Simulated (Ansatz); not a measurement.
**C₄H₈ (SMILES C1CCC1): a rigid scan of the angle H10–C3–C4**

The task here is to estimate one member of a computed series from the others.

Method: single points in def2-TZVPP; program: Ansatz 0.2.0, Gaussian basis.

Levels: PBE-D4, r2SCAN-D4, PBE0-D4, B3LYP-D4, wB97M-V, Hartree-Fock, MP2, CCSD, CCSD(T). The scan takes 100.1, 104.6, 109.1, 113.6, 118.1, 122.6, 127.1, 131.6, 136.1°.

Correlated methods freeze the cores. B3LYP uses VWN-RPA correlation.

18 further runs of the same task are left out: 18 set aside as unsound or not needed.

## Where the work starts

SMILES `C1CCC1`, 12 atoms, charge 0, spin multiplicity 1.

Atoms are counted from 1 here; the program's logs count them from 0.

Bond lengths: C1–C2 1.513 Å, C1–C4 1.533 Å, C1–H5 1.141 Å, C1–H6 1.119 Å, C2–C3 1.521 Å, C2–H7 1.084 Å, C2–H8 1.106 Å, C3–C4 1.482 Å, C3–H9 1.119 Å, C3–H10 1.132 Å, C4–H11 1.130 Å, C4–H12 1.052 Å. Angles: C2–C1–C4 89.7°, C2–C1–H5 114.0°, C2–C1–H6 115.9°, C4–C1–H5 113.4°, C4–C1–H6 121.2°, H5–C1–H6 103.1°, C1–C2–C3 84.3°, C1–C2–H7 114.7°, C1–C2–H8 117.9°, C3–C2–H7 113.0°, C3–C2–H8 114.0°, H7–C2–H8 110.7°, C2–C3–C4 91.3°, C2–C3–H9 113.6°, C2–C3–H10 115.2°, C4–C3–H9 115.4°, C4–C3–H10 116.1°, H9–C3–H10 105.3° and more.

As a file:

```mol
C4H8
  3D, bonds by distance, orders not assigned

 12 12  0  0  0  0  0  0  0  0999 V2000
   -0.8623    0.2841   -0.4742 C   0  0
   -0.3793    0.3000    0.9600 C   0  0
    0.9725   -0.0361    0.3487 C   0  0
    0.3247   -0.6083   -0.8548 C   0  0
   -0.8427    1.3060   -0.9816 H   0  0
   -1.9170   -0.0566   -0.6308 H   0  0
   -0.7743   -0.4969    1.5789 H   0  0
   -0.3995    1.2630    1.5027 H   0  0
    1.6171    0.8598    0.1668 H   0  0
    1.6121   -0.7460    0.9560 H   0  0
   -0.0079   -1.6813   -0.7285 H   0  0
    0.7337   -0.4429   -1.8093 H   0  0
  1  2  8  0
  1  4  8  0
  1  5  8  0
  1  6  8  0
  2  3  8  0
  2  7  8  0
  2  8  8  0
  3  4  8  0
  3  9  8  0
  3 10  8  0
  4 11  8  0
  4 12  8  0
M  END
```

The first run:

pre/in.yaml

```yaml
crystal:
  periodic: [false, false, false]
  atoms:
    - {symbol: C, position_ang: [-0.862300, 0.284100, -0.474200]}
    - {symbol: C, position_ang: [-0.379300, 0.300000, 0.960000]}
    - {symbol: C, position_ang: [0.972500, -0.036100, 0.348700]}
    - {symbol: C, position_ang: [0.324700, -0.608300, -0.854800]}
    - {symbol: H, position_ang: [-0.842700, 1.306000, -0.981600]}
    - {symbol: H, position_ang: [-1.917000, -0.056600, -0.630800]}
    - {symbol: H, position_ang: [-0.774300, -0.496900, 1.578900]}
    - {symbol: H, position_ang: [-0.399500, 1.263000, 1.502700]}
    - {symbol: H, position_ang: [1.617100, 0.859800, 0.166800]}
    - {symbol: H, position_ang: [1.612100, -0.746000, 0.956000]}
    - {symbol: H, position_ang: [-0.007900, -1.681300, -0.728500]}
    - {symbol: H, position_ang: [0.733700, -0.442900, -1.809300]}
basis:
  gaussian: {orbitals: def2-SVP}
hamiltonian: {xc: pbe, dispersion: d4}
relax: {f_tol: 0.03, max_steps: 250}
```

The command line of these runs was not kept.

Steps of the session up to this table: A first relaxation in a small basis; Finding the minimum; The minimum at every level; H10–C3–C4 = 100.1°; H10–C3–C4 = 104.6°; H10–C3–C4 = 109.1°; H10–C3–C4 = 113.6°; H10–C3–C4 = 118.1°; H10–C3–C4 = 122.6°; H10–C3–C4 = 127.1°; H10–C3–C4 = 131.6°; H10–C3–C4 = 136.1°.

One of the session's tables, all rows but one given; the rest of the session is left out.

It belongs to the step «The curves». Energies less that of the minimum at the same level (kcal/mol):

| angle (°) | PBE-D4 | PBE0-D4 | B3LYP-D4 | wB97M-V | Hartree-Fock |
| --- | --- | --- | --- | --- | --- |
| 100.1 | 6.1 | 6.3 | 6.4 | 6.3 | 7.3 |
| 104.6 | 3.4 | 3.5 | 3.6 | 3.5 | 4.1 |
| 109.1 | 1.5 | 1.6 | 1.6 | 1.5 | 1.8 |
| 113.6 | 0.4 | 0.4 | 0.4 | 0.4 | 0.5 |
| 118.1 | 0.0 | 0.0 | 0.0 | 0.0 | 0.0 |
| 118.1 (minimum) | 0.0 | 0.0 | 0.0 | 0.0 | 0.0 |
| 122.6 | ? | ? | ? | ? | ? |
| 127.1 | 1.4 | 1.5 | 1.5 | 1.5 | 1.8 |
| 131.6 | 3.2 | 3.4 | 3.4 | 3.4 | 3.9 |
| 136.1 | 5.7 | 6.0 | 6.1 | 6.1 | 7.0 |

Estimate the missing values for angle (°) = 122.6.

**Answer.** PBE-D4: 0.3; PBE0-D4: 0.4; B3LYP-D4: 0.4; wB97M-V: 0.4; Hartree-Fock: 0.4.

Caveats from the session: A polynomial through the near points puts the CCSD(T) minimum 0.1° below the PBE0-D4 value.
